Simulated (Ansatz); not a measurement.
Saddle point of SiNH7O, singlet (SiNH₅O ([NH2][SiH2][OH]) + H₂ → SiNH₅ ([NH2][SiH3]) + H₂O; bonds formed: Si1–H7, O2–H6; bonds broken: Si1–O2, H6–H7), PBE0-D4/def2-TZVP structure:

Si1  (-0.177, -0.558, 0.132)
O2  (1.453, 0.388, -0.092)
H3  (0.307, -1.780, -0.548)
H4  (-1.313, -0.949, 1.025)
N5  (-1.031, 0.643, -0.760)
H6  (1.377, -0.108, 0.998)
H7  (0.768, -0.702, 1.608)
H8  (1.328, 1.343, -0.037)
H9  (-0.674, 1.081, -1.593)
H10  (-2.037, 0.641, -0.734)
(Å)

Energies are electronic, without zero-point energy. Barriers and step energies count from the start structure reached by relaxing down the imaginary mode; all methods use the PBE0-D4 structures, on which another method's saddle can fall below an end. Computed with Ansatz 0.2.0 (basis: def2-TZVPP, with def2-QZVPP for the basis limit); correlated methods freeze the cores. B3LYP uses VWN-RPA correlation. Extrapolation: Hartree–Fock as exp(−7.88 √X), correlation as X^−2.97.

```tsv
method	barrier (kJ/mol)	step energy (kJ/mol)
SPW92	159.7	59.8
PBE-D4	195.5	62.4
BLYP-D4	?	70.0
r2SCAN-D4	212.2	73.6
B97M-V	220.4	72.4
PBE0-D4	211.4	63.1
B3LYP-D4	230.8	70.0
r2SCAN0-D4	?	72.0
BHLYP-D4	249.5	72.0
CAM-B3LYP-D4	232.6	71.5
wB97X-V	230.0	70.1
wB97M-V	227.0	72.4
B2PLYP	?	71.7
PBE-QIDH	226.5	68.3
RPA on PBE	233.3	66.5
HF	299.4	73.4
MP2	234.5	74.9
CCSD	244.5	68.4
CCSD(T)	235.4	68.9
```

**Question.** Fill in the withheld barriers. (Judge from chemistry; the value comes from the calculation.)

**Answer.** By the calculation: B2PLYP 236.3; BLYP-D4 220.8; r2SCAN0-D4 222.5 kJ/mol. Each is the energy of the saddle less that of the start structure, by the same method.

For comparison, the barrier by CCSD(T) at an estimated basis limit (MP2 extrapolated from triple and quadruple zeta, plus CCSD(T) − MP2 in triple zeta) is 236.3 kJ/mol.

No T1 diagnostic of these runs exceeds 0.012.

Labels in which every atom is bracketed show which atoms are joined, not bond orders.

For scale, one of the runs: CCSD(T)/def2-TZVPP, 202 basis functions, launched by `ansatz run in.yaml --threads 2 --pin off --events-out ev --progress --plain --max-ram 4352MiB`. Hardware: 2 CPU threads of an Arm Neoverse N1, shared host. Wall time 100 s; peak host memory 2.5 GiB.
